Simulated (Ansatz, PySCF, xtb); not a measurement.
Pair of molecules: CH5N (SMILES CN) (first 7 atoms) with H2O (SMILES O); geometry from S66by8 set.
(charge 0, multiplicity 1):
```xyz
10

N     -0.872    -0.718    -0.355
H     -0.968    -1.687    -0.079
H     -1.461    -0.605    -1.169
C     -1.356     0.150     0.726
H     -1.251     1.187     0.418
H     -2.393    -0.024     1.017
H     -0.724     0.010     1.599
O      1.975     0.564    -0.258
H      1.157     0.067    -0.431
H      2.557     0.305    -0.974
```

Counterpoise-corrected where a basis set is named; no monomer relaxation. Rows marked so take none.

Correlated levels freeze the cores. Rows in 3-21G carry no dispersion term and start afresh at each structure.

Programs: Ansatz (Gaussian orbitals); PySCF for 3-21G rows; xtb for the GFN methods. Values without a source in brackets are computed.

Problem. One of these levels gives -4.42 kcal/mol for the interaction energy. Which one is it?
A) MP2/aug-cc-pVDZ
B) HF/3-21G (no counterpoise)
C) GFN-FF
D) GFN2-xTB

Solution. D, GFN2-xTB. The others give -7.66 (GFN-FF), -9.27 (HF/3-21G (no counterpoise)), -6.28 (MP2/aug-cc-pVDZ)

Ansatz is a first-principles code.
